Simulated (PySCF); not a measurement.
**How methods differ on the ionisation energy of Mg**

Mg [Ne] 3s2 (1S) → Mg⁺ [Ne] 3s1 (2S), as a difference of total energies. Calculation: PySCF 2.14, in def2-QZVPPD (9s5p5d2f, 63 functions); the non-relativistic Hamiltonian (point nucleus). Correlated levels: valence: [Ne] frozen. The calculations carry no spin-orbit coupling.

```
           method  ionisation energy (eV)  error (eV)
              UHF                   6.606      -1.040
    MP2 (valence)                   7.248      -0.398
SCS-MP2 (valence)                   7.376      -0.270
   CCSD (valence)                   7.525      -0.121
```

Reference: 7.646 eV (measured; NIST Atomic Spectra Database, ionization energies).

Errors of the correlated levels include the incompleteness of this basis and the frozen core.

With two correlated electrons CCSD is exact in that space.
